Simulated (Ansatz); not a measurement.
# Setting up CH2F2 (difluoromethane) in Ansatz

The species is CH2F2 (5 atoms), meant as a singlet with charge 0. SMILES: `FCF`. Geometry: relaxed at PBE0-D4/def2-TZVP.

```xyz
5

F    -1.0733    0.1912    0.6983
C     0.0101   -0.0169   -0.0823
F     1.0905   -0.1792    0.7132
H    -0.1427   -0.9329   -0.6595
H     0.1653    0.8642   -0.7111
```

Settings wanted:

```yaml
basis_set: x2c-SVPall
core_potential: none
integral_approximation: none
active_electrons: 4
active_orbitals: 6
orbitals_optimised: yes
task: energy
method: NEVPT2
dispersion: none
reference: RHF
relativity: sfX2C
accuracy: medium
cores_left_out: program's default
frozen_core_orbitals: see input
```

**Question.** Write the Ansatz 0.2.0 input and the command.

**Answer.** This one ran through:

input.yaml:
```yaml
crystal:
  periodic: [false, false, false]
  atoms:
    - {symbol: F, position_ang: [-1.073300, 0.191200, 0.698300]}
    - {symbol: C, position_ang: [0.010100, -0.016900, -0.082300]}
    - {symbol: F, position_ang: [1.090500, -0.179200, 0.713200]}
    - {symbol: H, position_ang: [-0.142700, -0.932900, -0.659500]}
    - {symbol: H, position_ang: [0.165300, 0.864200, -0.711100]}
basis:
  gaussian:
    orbitals: x2c-SVPall.json
correlation:
  method: sc_nevpt2
  active_space: {window: {electrons: 4, orbitals: 6}}
```

```bash
$ ansatz run input.yaml --threads 1 --pin off --max-ram 2610MiB --events-out events.jsonl --progress --plain --runs-dir runs
```

(Basis files named in the input come from the Basis Set Exchange and aren't shown.)

Calculated total energy: -238.39883 Eh.
